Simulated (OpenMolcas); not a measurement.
**P2 (diphosphorus): methods side by side**

P2: 2 atoms, total charge 0, spin state singlet. SMILES: `P#P`. The bond length is the measured one.

```xyz
2

P     0.0000    0.0000    0.0000
P     0.0000    0.0000    1.8934
```

Each level gives the energy change with the P1–P2 bond stretched from 1.893 to 4.734 Å (eV). The values are calculated.

```csv
level,kind,program,value (eV),less FCI/STO-3G,CPU time (all runs)
SVWN5/STO-3G (restricted),LDA,OpenMolcas,11.65,+7.12,4.8 s
PBE/STO-3G (unrestricted),GGA,OpenMolcas,6.60,+2.07,5.3 s
B3LYP/STO-3G (restricted),global hybrid,OpenMolcas,12.63,+8.10,4.9 s
M06-2X/STO-3G (restricted),hybrid meta-GGA,OpenMolcas,15.22,+10.69,4.5 s
PBE0/STO-3G (restricted),global hybrid,OpenMolcas,13.45,+8.92,4.6 s
B2PLYP/STO-3G (restricted),double hybrid,OpenMolcas,-10.88,-15.41,4.7 s
FCI/STO-3G,exact in the basis,OpenMolcas,4.53,0.00,4 s
```

FCI/STO-3G is exact within its basis and frozen core, so for wave-function methods in that basis the difference is their error; functionals converge differently with the basis, so for them it is only a difference. The first shape isn't each level's own minimum. The values span -10.88 to 15.22 eV. Spin contamination of the reference (⟨S²⟩ at least 0.1 too high) touches PBE/STO-3G. All rows use very small basis sets, so even the best lies far from the true value. CPU times are rough (shared hosts, several kinds of processor): they show what a rung costs within a factor of a few.
